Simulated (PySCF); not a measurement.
## Worked example: entropy of an ideal gas

hydrogen sulfide cation (H2S), SMILES S (connectivity only; charge and spin as stated), charge +1, multiplicity 2.

Coordinates come from a PBE-D3(BJ)/def2-TZVPD optimisation. The multiplicity is an assumed one; other spin states were not compared.

PySCF with PBE-D3(BJ)/def2-TZVPD gives the harmonic wavenumbers 1141, 2495, 2498 cm⁻¹ and the rotational temperatures 14.0519, 12.2374, 6.5410 K. The molar mass is 34.08 g/mol, the symmetry number 2, the spin multiplicity 2.

### Question
Work out the entropy at 298.15 K and 1 atm in the rigid-rotor, harmonic-oscillator model.

### Answer

Translation (Sackur–Tetrode at 1 atm): S = R[1.5 ln M + 2.5 ln T − 1.16487] = 152.8 J/(mol K).
Rotation: q = (√π/σ) T^1.5/√(θA θB θC) = 136, S = R[ln q + 3/2] = 53.3 J/(mol K).
Vibration: with u = 1.4388 ν/T, each mode gives R[u/(e^u − 1) − ln(1 − e^−u)]:
```tsv
ν (cm⁻¹)	modes	u	S (J/(mol K))
1141	1	5.51	0.22
```
The stiffer modes add less than 0.005 each. Sum 0.2 J/(mol K).
Spin: R ln 2 = 5.8 J/(mol K).
Total 212.1 J/(mol K); the program's own thermochemistry gives 212.1. Translation makes up 72 % and vibration 0 %. Anharmonicity, hindered rotation and orbital degeneracy are left out.
